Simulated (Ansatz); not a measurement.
Worked example: ClF, triplet against ClF, singlet

Geometry (PBE0/def2-TZVP stationary point of a singlet), kept for both states (ClF, singlet: Σ⁺; ClF, triplet: Π):

```xyz
2

F     0.0000    0.0000    0.0000
Cl    0.0000    0.0000    1.6197
```

Basis 6-31G; Ansatz 0.2.0. Only valence electrons are correlated (noble-gas cores frozen). R marks a restricted (for open shells ROHF) determinant, U an unrestricted one.

Full CI is exact within this basis and frozen core; it isn't the basis-set limit. The frozen core follows each run's orbitals, which can shift R against U totals by a few meV.

| level | E(ClF, singlet) (hartree) | E(ClF, triplet) (hartree) |
| --- | --- | --- |
| UHF | -558.773712 | -558.652384 |
| UMP2 | -558.944535 | -558.802590 |
| UCCSD(T) | -558.953166 | -558.817044 |
| PBE | -559.605402 | -559.488212 |
| B3LYP | -559.899192 | -559.777449 |
| full CI | -558.953966 | -558.818143 |

Q: Give the vertical gap, ClF triplet less ClF singlet, at each level in eV (1 hartree = 27.2114 eV), and each error against full CI.

A: full CI: (-558.818143 − (-558.953966)) × 27.2114 = 3.696 eV (the reference)
B3LYP: (-559.777449 − (-559.899192)) × 27.2114 = 3.313 eV, error -0.383 eV
PBE: (-559.488212 − (-559.605402)) × 27.2114 = 3.189 eV, error -0.507 eV
UCCSD(T): (-558.817044 − (-558.953166)) × 27.2114 = 3.704 eV, error 0.008 eV
UMP2: (-558.802590 − (-558.944535)) × 27.2114 = 3.863 eV, error 0.167 eV
UHF: (-558.652384 − (-558.773712)) × 27.2114 = 3.302 eV, error -0.394 eV

Total energies of functionals can't be set beside those of wave-function methods, since they hold the core's correlation and their own absolute errors; only the differences compare.

The set has no polarisation functions, so the order and spacing of states can differ from the basis-set limit.

In so small a basis the reference is far from its limit while semilocal and hybrid functionals are nearer theirs, so the functionals' errors here hold much of the reference's basis and frozen-core error, which can add to them or hide them.

Each level lands on the state that its own search finds. T1 diagnostics of restricted CCSD: 0.008 and 0.048.
